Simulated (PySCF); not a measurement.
Diacetylene, C₄H₂.
Atom-mapped SMILES: `[CH:1]#[C:2][C:3]#[CH:4]` (hydrogens: H5 on C1; H6 on C4)

The closed-shell ground state was solved at several levels (PySCF, density fitting, gas phase, non-relativistic). Geometry: PBE0-D3(BJ)/def2-TZVP; no solvent, vibrations or thermal averaging. The dipole stays under 0.02 D at every level.

| level | basis functions | HOMO (eV) | LUMO (eV) | gap (eV) |
| --- | --- | --- | --- | --- |
| CAM-B3LYP/aug-cc-pVTZ | 230 | -8.97 | 0.12 | 9.09 |
| B97-2/pcJ-2 | 252 | -7.45 | -0.94 | 6.51 |
| B3LYP/pcJ-2 | 252 | -7.48 | -1.11 | 6.37 |
| PBE0/aug-cc-pVTZ | 230 | -7.71 | -0.93 | 6.78 |
| PBE0/pcJ-2 | 252 | -7.71 | -0.90 | 6.81 |
| wB97X-D/aug-cc-pVTZ | 230 | -9.47 | 0.81 | 10.28 |

Question: Estimate the row for PBE0/pcSseg-2, a basis of 172 functions; the other rows only guide the guess.

Answer: HOMO -7.71 eV, LUMO -0.90 eV, gap 6.81 eV.

Question: Over all these levels, which gives the widest orbital gap and which the narrowest?

Answer: wB97X-D/aug-cc-pVTZ (range-separated hybrid) has the widest, 10.28 eV, and B3LYP/pcJ-2 (global hybrid, 20 % exact exchange) the narrowest, 6.37 eV. Functional and basis both differ between the two, so the spread mixes both effects.

Question: How much does the basis alone move the frontier levels among the 3 PBE0 rows (the withheld one included)?

Answer: The HOMO by 0.00 eV and the LUMO by 0.03 eV. By rising basis size (HOMO, LUMO in eV): pcSseg-2 -7.71, -0.90; aug-cc-pVTZ -7.71, -0.93; pcJ-2 -7.71, -0.90.
